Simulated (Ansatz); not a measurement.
Solid CO2 (dry ice) was calculated with PBE0 (PAW; Ansatz, a first-principles code).

Numerical settings: plane-wave cutoff 460 eV, 4×4×4 k mesh, Fermi–Dirac smearing 0.01 eV, scalar-relativistic PAW data made under PBE.

Cell (relaxed at this level):

```cif
data_C4O8
_chemical_formula_sum 'C4 O8'
_space_group_name_H-M_alt 'P 1'
_space_group_IT_number 1
_cell_length_a 5.93057
_cell_length_b 5.93057
_cell_length_c 5.93057
_cell_angle_alpha 90.000
_cell_angle_beta 90.000
_cell_angle_gamma 90.000
loop_
_space_group_symop_operation_xyz
  'x, y, z'
loop_
_atom_site_label
_atom_site_type_symbol
_atom_site_fract_x
_atom_site_fract_y
_atom_site_fract_z
_atom_site_occupancy
C1 C 0.00000 0.50000 0.50000 1
C2 C 0.50000 0.50000 0.00000 1
C3 C 0.50000 0.00000 0.50000 1
C4 C 0.00000 0.00000 0.00000 1
O1 O 0.88755 0.61245 0.38755 1
O2 O 0.11245 0.38755 0.61245 1
O3 O 0.61245 0.38755 0.88755 1
O4 O 0.38755 0.61245 0.11245 1
O5 O 0.38755 0.88755 0.61245 1
O6 O 0.61245 0.11245 0.38755 1
O7 O 0.11245 0.11245 0.11245 1
O8 O 0.88755 0.88755 0.88755 1
```

**Question.** What does this level give for the band gap?

**Answer.** 
- band gap = 9.27 eV (on the SCF k mesh) (direct)

Note: the cell comes from a level without a dispersion term, which matters for the spacing of layers, chains or molecules.

Computed values are for the static lattice.
